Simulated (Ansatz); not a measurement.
A made-up structure of C2H6N (charge +1), singlet:

```tsv
atom	x (Å)	y (Å)	z (Å)
C1	-0.5482	0.6416	-0.3014
C2	0.3291	-0.2563	-0.3441
N3	0.4943	-0.6836	0.7007
H4	-1.2820	0.2020	-1.0206
H5	0.0536	1.4910	-0.7072
H6	-1.0637	0.9280	0.7162
H7	0.8923	-0.6017	-1.3145
H8	0.0090	-0.4125	1.6459
H9	1.1155	-1.3086	0.6251
```

It is relaxed with PBE-D4/def2-SVP and then PBE0-D4/def2-TZVP (Ansatz 0.2.0). Atoms count as bonded within 1.22 times the sum of their covalent radii (H–H: 0.88 Å). The end point is not checked to be a true minimum.

**Question.** Does its bonding change? (A judgement: the text doesn't fix the answer.)

**Answer.** The calculation gives: No: no bond forms or breaks.

Where it ends: The first stage lowers the energy by 4.60 eV in 7 steps. It ends as C₂H₆N ([CH3][CH][NH2]), total charge +1:
C1  (-0.657, 0.781, -0.410)
C2  (0.337, -0.278, -0.290)
N3  (0.640, -0.860, 0.808)
H4  (-1.411, 0.469, -1.143)
H5  (-0.175, 1.662, -0.851)
H6  (-1.134, 1.044, 0.533)
H7  (0.872, -0.615, -1.177)
H8  (0.191, -0.608, 1.684)
H9  (1.338, -1.594, 0.847)
(Å)

Labels in which every atom is bracketed show which atoms are joined, not bond orders.

For scale, one of the runs: PBE0-D4/def2-TZVP relaxation, 129 basis functions, launched by `ansatz run in.yaml --threads 2 --pin off --events-out ev --progress --plain --max-ram 4352MiB`. Hardware: 2 CPU threads of an Arm Neoverse V1, shared host. Wall time about 10 s.
